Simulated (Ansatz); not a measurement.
Input file:

```yaml
crystal:
  periodic: [false, false, false]
  atoms:
    - {symbol: B, position_ang: [0.000000, 0.000000, 0.520288]}
    - {symbol: C, position_ang: [0.000000, 0.000000, -2.217712]}
    - {symbol: H, position_ang: [0.000000, 0.000000, 1.697424]}
basis:
  gaussian: {orbitals: 6-31G}
magnetization: {spin_polarized: false}
correlation: {method: ccsdtq, electrons: outside_noble_gas}
```

```sh
$ ansatz run in.yaml --threads 1 --pin off --events-out ev --progress --plain --max-ram 2393MiB
```

Output:

```
441 factors; integrals over basis functions are off by at most 1.1e-7 eV
mean field evaluation 1: about -1704.6997 eV, gradient 1.3e1 eV
mean field evaluation 2: about -1704.6985 eV, gradient 1.3e1 eV
mean field evaluation 4: about -1706.2778 eV, gradient 2.8e0 eV
mean field evaluation 8: about -1706.4139 eV, gradient 3.4e-3 eV
mean field evaluation 16: about -1706.4148 eV, gradient 2.6e-1 eV
mean field evaluation 32: about -1704.7973 eV, gradient 1.0e-6 eV
mean field evaluation 64: about -1706.4139 eV, gradient 8.9e-6 eV
mean field evaluation 96: about -1704.7973 eV, gradient 2.3e-2 eV
mean field -1706.41389624 eV, -62.7095540381 hartree, gradient 8.9e-6 eV, S^2 0.000000; 8 other end points of the search recorded, 0 dependent functions left out; unrestricted orbitals would lower it
mean field evaluation 128: about -1708.0603 eV, gradient 8.8e-3 eV
determinant -1706.41389624 eV, -62.7095540381 hartree, with singles and doubles -1709.79689620 eV, -62.8338769935 hartree
determinant -1704.79727829 eV, -62.6501444242 hartree, with singles and doubles -1708.32401750 eV, -62.7797496996 hartree
unrestricted determinant -1708.06028861 eV, -62.7700578415 hartree, S^2 1.3611
2 core orbitals not correlated: weight in the atoms' cores, before any rotation towards them, 1.000 or more for the frozen orbitals, at most 0.000 for the correlated occupied ones
reference -1706.41389624 eV, -62.7095540381 hartree; 4, 4 occupied and 14, 14 virtual orbitals, 441 factors
second order -2.15171332 eV of doubles, -0.00000000 eV of singles
cycle   1  -2.82328664 eV  change   -6.7e-1 eV  update   9.3e-2
...
cycle 243  -3.37398562 eV  change    3.8e-9 eV  update   7.0e-6
cycle 244  -3.37398553 eV  change    8.7e-8 eV  update   6.9e-6
cycle 245  -3.37398528 eV  change    2.5e-7 eV  update   5.5e-6
cycle 246  -3.37398546 eV  change   -1.9e-7 eV  update   4.3e-6
cycle 247  -3.37398586 eV  change   -4.0e-7 eV  update   5.6e-6
cycle 248  -3.37398548 eV  change    3.9e-7 eV  update   3.0e-6
cycle 249  -3.37398549 eV  change   -6.3e-9 eV  update   3.7e-6
cycle 250  -3.37398526 eV  change    2.2e-7 eV  update   4.7e-6
cycle 251  -3.37398565 eV  change   -3.9e-7 eV  update   5.4e-7
cycle 252  -3.37398558 eV  change    7.1e-8 eV  update   8.4e-7
WARN: the results are in doubt because among natural orbitals full CI differs from the method by -0.928 eV
Total energy: -1709.78788183 eV, -62.8335457213 hartree
In doubt: among natural orbitals full CI differs from the method by -0.928 eV
```

Ran on 1 thread of Arm Neoverse V1, shared host: 71 s wall, 0.14 GiB peak host memory.
